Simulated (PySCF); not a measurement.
**C2H8B−: NMR shifts and electronic excitations in gas and solvents**

Aim: compute the NMR shifts and electronic excitations of C2H8B− (`[BH3-]CC`), and see what a dielectric continuum does where one was used.

Computed with PySCF 2.14.0, with density-fitted response routines of our own, on a single molecule, in the gas phase or a continuum. Atoms count from 0, in the outputs and in this text.

## (1) The molecule as given

11 atoms, charge -1, multiplicity 1; geometry from: GFN2-xTB. The atoms were then displaced at random by about 0.01 Å, so the start is not that level's minimum.

Bonds of the start (Å): B0–C1 1.62, C1–C2 1.52, B0–H3 1.20, B0–H4 1.24, B0–H5 1.23, C1–H6 1.10, C1–H7 1.09, C2–H8 1.06, C2–H9 1.12, C2–H10 1.09.

## (2) Optimising the geometry at PBE0-D3(BJ)/def2-SVP

What the job is given:

```
{"job": {"xc": "PBE0", "basis": "def2-SVP", "d3": "d3bj", "grid": 1, "shake": 0.01, "kind": "geom"}, "charge": -1, "multiplicity": 1}
B     -1.322370     0.217940    -0.067580
C      0.058280    -0.478020     0.418080
C      1.287090     0.103700    -0.253930
H     -2.260620    -0.275860     0.502200
H     -1.328420     1.435500     0.184790
H     -1.494440     0.109500    -1.285380
H      0.195140    -0.380240     1.509200
H      0.054570    -1.547570     0.207840
H      1.236420    -0.000890    -1.308380
H      2.237000    -0.378830     0.096690
H      1.375460     1.168950    -0.019200
```

The run is started by

```console
$ OMP_NUM_THREADS=1 python probes_run.py task.json out
```

One launch serves the whole session: the jobs run in the order shown.

Log:

```text
step   0  E = -105.66359678  max force = 0.034676
step   1  E = -105.66711729  max force = 0.008144
step   2  E = -105.66726566  max force = 0.001831
step   3  E = -105.66728044  max force = 0.000282
optimisation converged
```

It took 10 s on 1 thread of Arm Neoverse N1, shared host; peak memory 0.35 GiB.

Along the way:

```tsv
step	energy from step 0 (eV)	largest force component (eV/Å)
0	0.0000	1.7831
1	-0.0958	0.4188
2	-0.0998	0.0942
3	-0.1002	0.0145
```

Close pairs (by a distance rule), those that changed most:

```tsv
bond	before (Å)	after (Å)	change (Å)
B0–H3	1.204	1.255	+0.051
C2–H8	1.061	1.105	+0.044
B0–C1	1.621	1.644	+0.023
B0–H5	1.235	1.257	+0.023
C1–H7	1.090	1.111	+0.021
B0–H4	1.243	1.258	+0.014
C2–H10	1.094	1.105	+0.011
C2–H9	1.122	1.111	-0.011
```

The final coordinates are the input of the step that follows.

```tsv
at the end point	value
point group (found at 0.08 Å tolerance)	Cs
rotational constants (GHz, main isotopes)	27.316, 7.899, 7.016
```

## (3) Shielding tensors: PBE0/pcSseg-1 in chloroform

What the job is given:

```
{"job": {"kind": "nmr", "xc": "PBE0", "basis": "pcSseg-1", "solvent": "chloroform", "pop": true}, "charge": -1, "multiplicity": 1}
B     -1.342139     0.060364    -0.169177
C      0.070942    -0.637178     0.297719
C      1.304788    -0.033612    -0.365675
H     -2.319651    -0.463430     0.417413
H     -1.327529     1.289008     0.099140
H     -1.503523    -0.070566    -1.409232
H      0.193665    -0.563683     1.399221
H      0.056245    -1.727092     0.085022
H      1.238898    -0.123056    -1.464915
H      2.269687    -0.489559    -0.057107
H      1.370823     1.048742    -0.152297
```

Level: GIAO PBE0/pcSseg-1 NMR shielding, non-relativistic, IEF-PCM chloroform.

Log:

```text
coarse grid: 8224 points
cycle   1  E = -105.6899931714  dE = -2.188e-01  |g| = 5.146e-01  |ddm| = 2.536e+00
cycle   2  E = -105.6712901061  dE =  1.870e-02  |g| = 6.017e-01  |ddm| = 1.404e+00
cycle   3  E = -105.7847276314  dE = -1.134e-01  |g| = 4.804e-02  |ddm| = 7.150e-01
cycle   4  E = -105.7852949493  dE = -5.673e-04  |g| = 1.587e-02  |ddm| = 5.171e-02
cycle   5  E = -105.7853629098  dE = -6.796e-05  |g| = 1.828e-03  |ddm| = 1.482e-02
cycle   6  E = -105.7853637096  dE = -7.998e-07  |g| = 1.989e-04  |ddm| = 2.156e-03
final grid: 76600 points
cycle   7  E = -105.8026743989  dE = -1.800e-05  |g| = 5.584e-03  |ddm| = 1.736e-02
cycle   8  E = -105.8026705028  dE =  3.896e-06  |g| = 6.794e-03  |ddm| = 1.112e-02
cycle   9  E = -105.8026830809  dE = -1.258e-05  |g| = 2.533e-04  |ddm| = 6.019e-03
cycle  10  E = -105.8026830962  dE = -1.529e-08  |g| = 9.018e-05  |ddm| = 2.904e-04
cycle  11  E = -105.8026830985  dE = -2.241e-09  |g| = 1.533e-05  |ddm| = 1.023e-04
cycle  12  E = -105.8026830985  dE = -5.619e-11  |g| = 4.748e-06  |ddm| = 2.380e-05
converged SCF energy = -105.8026830985

GIAO shielding tensors (ppm)
atom      isotropic    diamagn.    paramagn.     s11        s22        s33       span
  0 B      134.637     184.358     -49.721    124.751    126.684    152.477     27.726
  1 C      170.324     243.417     -73.093    165.112    172.485    173.375      8.263
  2 C      162.907     246.673     -83.766    148.155    155.241    185.325     37.170
  3 H       30.609      29.857       0.752     28.490     29.080     34.258      5.768
  4 H       30.894      29.855       1.040     29.086     29.676     33.921      4.834
  5 H       30.882      29.946       0.936     29.064     29.663     33.920      4.855
  6 H       31.129      30.482       0.647     26.830     29.944     36.614      9.784
  7 H       31.136      30.332       0.804     26.879     29.922     36.609      9.730
  8 H       30.517      30.054       0.463     27.111     28.853     35.587      8.477
  9 H       30.104      29.199       0.905     25.506     27.720     37.087     11.581
 10 H       30.517      30.251       0.266     27.092     28.886     35.572      8.480
```

Wall time 8 s (1 thread of Arm Neoverse N1, shared host); peak memory 0.47 GiB.

Shifts follow as δ = σ(reference) − σ, with reference shieldings (ppm) from runs at the same level and on the same kind of geometry: ¹H TMS 31.25, ¹³C TMS 185.2, ¹¹B BF3·OEt2 101.2. The references are single molecules in the same continuum. Atoms listed in one row are averaged.

```tsv
atoms	environment	σ (ppm)	δ (ppm)
C2	methyl carbon	162.9	22.3
C1	sp3 CH2 bonded to B	170.3	14.8
H8, H9, H10	hydrogen on a methyl carbon	30.38	0.87
H3, H4, H5	hydrogen on a boron bonded to C	30.80	0.45
H6, H7	hydrogen on an sp3 CH2 bonded to B	31.13	0.11
B0	boron bonded to C, 3 H	134.6	-33.4
```

The run also stored atomic charges by several schemes (e):

```tsv
atoms	Mulliken	IAO	Hirshfeld	ESP fit
B0	-0.10	-0.49	-0.20	-0.11
C1	-0.42	-0.35	-0.17	0.25
C2	-0.31	-0.39	-0.14	-0.25
```

Mayer bond orders: B0–C1 0.93, C1–C2 1.05.

## (4) Excited states and response: CAM-B3LYP/def2-SVPD

The job, as its differences from that of step 3:

```diff
@@ -1,2 +1,2 @@
-{"job": {"kind": "nmr", "xc": "PBE0", "basis": "pcSseg-1", "solvent": "chloroform", "pop": true}, "charge": -1, "multiplicity": 1}
+{"job": {"kind": "uv", "xc": "CAM-B3LYP", "basis": "def2-SVPD", "dynamic": true, "nstates": 6, "ntriplets": 0}, "charge": -1, "multiplicity": 1}
 B     -1.342139     0.060364    -0.169177
```

Method: TDDFT CAM-B3LYP/def2-SVPD, vertical, gas phase, core orbitals frozen in the response.

Log:

```text
coarse grid: 8224 points
cycle   1  E = -105.6477960992  dE = -1.209e-01  |g| = 4.330e-01  |ddm| = 3.782e+00
cycle   2  E = -105.6682174243  dE = -2.042e-02  |g| = 4.103e-01  |ddm| = 1.582e+00
cycle   3  E = -105.7201195571  dE = -5.190e-02  |g| = 3.429e-02  |ddm| = 7.621e-01
cycle   4  E = -105.7203953912  dE = -2.758e-04  |g| = 1.696e-02  |ddm| = 6.997e-02
cycle   5  E = -105.7204790546  dE = -8.366e-05  |g| = 1.358e-03  |ddm| = 3.853e-02
cycle   6  E = -105.7204797409  dE = -6.863e-07  |g| = 3.024e-04  |ddm| = 5.682e-03
final grid: 76600 points
cycle   7  E = -105.7431968314  dE = -1.865e-05  |g| = 2.318e-03  |ddm| = 4.912e-02
cycle   8  E = -105.7431971329  dE = -3.015e-07  |g| = 2.169e-03  |ddm| = 7.777e-03
cycle   9  E = -105.7431983623  dE = -1.229e-06  |g| = 1.389e-04  |ddm| = 2.701e-03
cycle  10  E = -105.7431983691  dE = -6.742e-09  |g| = 6.652e-05  |ddm| = 5.479e-04
cycle  11  E = -105.7431983707  dE = -1.669e-09  |g| = 1.362e-05  |ddm| = 2.638e-04
cycle  12  E = -105.7431983708  dE = -8.015e-11  |g| = 3.794e-06  |ddm| = 5.423e-05
converged SCF energy = -105.7431983708

Static polarisability (au): isotropic 59.897, principal 55.754 58.269 65.668

Singlet excitations
state   eV       nm        f      main configurations
  1   5.8504    211.9   0.04175   H->L 0.86, H->L+1 0.12
  2   5.9236    209.3   0.07532   H-1->L 0.79, H-1->L+1 0.19
  3   6.0494    205.0   0.00801   H-2->L 0.93
  4   6.5919    188.1   0.02127   H->L+1 0.79, H->L 0.10
  5   6.7425    183.9   0.03562   H-1->L+1 0.61, H-2->L+1 0.13, H-1->L 0.12
  6   6.8242    181.7   0.00269   H-2->L+1 0.83
```

Run time: 13 s. Hardware: 1 thread of Arm Neoverse N1, shared host; peak memory 0.56 GiB.

Frontier orbitals and where they lie:

```tsv
orbital	eV	atoms
HOMO−3	-5.94	C1 29 %, C2 22 %, H7 12 %
HOMO−2	-3.59	C1 35 %, B0 30 %, C2 8 %
HOMO−1	-3.39	B0 39 %, H3 27 %, H4 10 %
HOMO	-3.32	B0 38 %, H5 22 %, H4 22 %
LUMO	5.17	B0 39 %, C2 21 %, H9 11 %
LUMO+1	5.74	B0 39 %, C2 20 %, H9 14 %
LUMO+2	6.35	C1 24 %, H7 20 %, H6 20 %
```

With each of the 6 states as a Gaussian band of 0.4 eV half-width at 1/e, the curve within the window shown has maxima at 210 nm (ε 5,000), 187 nm (ε 2,500) L/(mol cm). Beyond the last state computed it falls off for lack of states. The curve at chosen wavelengths:

| nm | ε (L/mol/cm) |
| --- | --- |
| 174 | 789 |
| 176 | 1143 |
| 179 | 1713 |
| 181 | 2047 |
| 184 | 2379 |
| 186 | 2471 |
| 189 | 2476 |
| 191 | 2468 |
| 194 | 2579 |
| 196 | 2791 |
| 199 | 3323 |
| 201 | 3772 |
| 204 | 4442 |
| 206 | 4793 |
| 209 | 5049 |
| 211 | 5006 |
| 214 | 4632 |
| 216 | 4220 |
| 219 | 3459 |
| 221 | 2920 |
| 224 | 2150 |
| 226 | 1697 |
| 229 | 1138 |
| 231 | 847 |
| 234 | 524 |
| 236 | 371 |

Ground-state properties from the same run:

```tsv
property	computed
polarisability (Å³)	8.88
HOMO–LUMO gap (eV)	8.49
−ε(HOMO) (eV)	3.32
C6 with itself (au)	1240
```

## (5) TDDFT and polarisability: CAM-B3LYP/def2-SVPD in chloroform

The job, as its differences from that of step 4:

```diff
@@ -1,2 +1,2 @@
-{"job": {"kind": "uv", "xc": "CAM-B3LYP", "basis": "def2-SVPD", "dynamic": true, "nstates": 6, "ntriplets": 0}, "charge": -1, "multiplicity": 1}
+{"job": {"kind": "uv", "xc": "CAM-B3LYP", "basis": "def2-SVPD", "solvent": "chloroform", "nstates": 6, "ntriplets": 0}, "charge": -1, "multiplicity": 1}
 B     -1.342139     0.060364    -0.169177
```

Method: TDDFT CAM-B3LYP/def2-SVPD, vertical, IEF-PCM chloroform (non-equilibrium linear response), core orbitals frozen in the response.

Log:

```text
coarse grid: 8224 points
cycle   1  E = -105.7288546943  dE = -2.016e-01  |g| = 4.136e-01  |ddm| = 3.789e+00
cycle   2  E = -105.7512843198  dE = -2.243e-02  |g| = 3.680e-01  |ddm| = 1.229e+00
cycle   3  E = -105.7927283936  dE = -4.144e-02  |g| = 3.230e-02  |ddm| = 5.641e-01
cycle   4  E = -105.7929681544  dE = -2.398e-04  |g| = 1.550e-02  |ddm| = 5.875e-02
cycle   5  E = -105.7930389504  dE = -7.080e-05  |g| = 1.083e-03  |ddm| = 3.187e-02
cycle   6  E = -105.7930394080  dE = -4.575e-07  |g| = 2.177e-04  |ddm| = 4.046e-03
final grid: 76600 points
cycle   7  E = -105.8157239458  dE = -1.868e-05  |g| = 2.343e-03  |ddm| = 4.864e-02
cycle   8  E = -105.8157243443  dE = -3.985e-07  |g| = 2.124e-03  |ddm| = 7.583e-03
cycle   9  E = -105.8157255208  dE = -1.176e-06  |g| = 1.312e-04  |ddm| = 2.540e-03
cycle  10  E = -105.8157255275  dE = -6.709e-09  |g| = 6.410e-05  |ddm| = 5.132e-04
cycle  11  E = -105.8157255291  dE = -1.577e-09  |g| = 1.280e-05  |ddm| = 1.941e-04
cycle  12  E = -105.8157255291  dE = -8.410e-11  |g| = 4.103e-06  |ddm| = 4.101e-05
converged SCF energy = -105.8157255291

Static polarisability (au): isotropic 71.335, principal 68.354 70.386 75.264

Singlet excitations
state   eV       nm        f      main configurations
  1   6.7026    185.0   0.08276   H-1->L 0.93
  2   6.7278    184.3   0.02353   H->L 0.82
  3   6.7718    183.1   0.10136   H-2->L 0.85
  4   7.5104    165.1   0.10437   H->L+1 0.80
  5   7.5153    165.0   0.03457   H-1->L+1 0.69, H-1->L+2 0.19
  6   7.6676    161.7   0.01931   H-2->L+1 0.57, H-2->L+2 0.29
```

It took 12 s on 1 thread of Arm Neoverse N1, shared host; peak memory 0.59 GiB.

In short: HOMO -7.32 eV, LUMO 2.24 eV; lowest singlet 6.70 eV.

## (6) Run by run: electronic excitations

Excitations and ground-state properties, with basis size and wall time:

```tsv
run	lowest singlet (eV)	brightest (eV)	f	gap (eV)	α (Å³)	functions	time
CAM-B3LYP/def2-SVPD	5.85	5.92	0.075	8.49	8.88	124	13 s
CAM-B3LYP/def2-SVPD in chloroform	6.70	7.51	0.104	9.56	10.57	124	12 s
```

## (7) What came out

```
                                                                          quantity                        value
                                                                       point group                           Cs
                                              rotational constants (main isotopes)        27.32, 7.90, 7.02 GHz
                                ¹³C shifts against TMS (PBE0/pcSseg-1, chloroform)               22.3, 14.8 ppm
¹H shifts against TMS (PBE0/pcSseg-1, chloroform, means over atoms taken as alike)         0.87, 0.45, 0.11 ppm
                           ¹¹B shifts against BF3·OEt2 (PBE0/pcSseg-1, chloroform)                    -33.4 ppm
                                              lowest singlet (CAM-B3LYP/def2-SVPD)  5.85 eV (212 nm), f = 0.042
                                          brightest single state of those computed  state 2, 5.92 eV, f = 0.075
                                                       range of the lowest singlet              5.85 to 6.70 eV
```

What this shows: The optimisation took 3 steps and gained 0.100 eV; among the close pairs (by a distance rule), B0–H3 changed most, from 1.204 to 1.255 Å. No frequency check was run at this level, so the end point may be a saddle. At PBE0/pcSseg-1: Shielding is most anisotropic at C2 (span 37 ppm, paramagnetic term -84 ppm). The lowest singlet, at 5.85 eV, is HOMO→LUMO 0.86, HOMO→LUMO+1 0.12 and is weak; of the 6 states computed, the strongest absorption comes from state 2 at 5.92 eV. The lowest singlet lies above −ε(HOMO); no detachment energy was computed, so the anion's states may not be bound. The lowest singlet runs from 5.85 eV (CAM-B3LYP/def2-SVPD) to 6.70 eV (CAM-B3LYP/def2-SVPD in chloroform), while the orbital gap spans 8.49 to 9.56 eV. The lowest state need not be the same one in every run. The runs solved for a few states only, so the brightest column depends on that window.
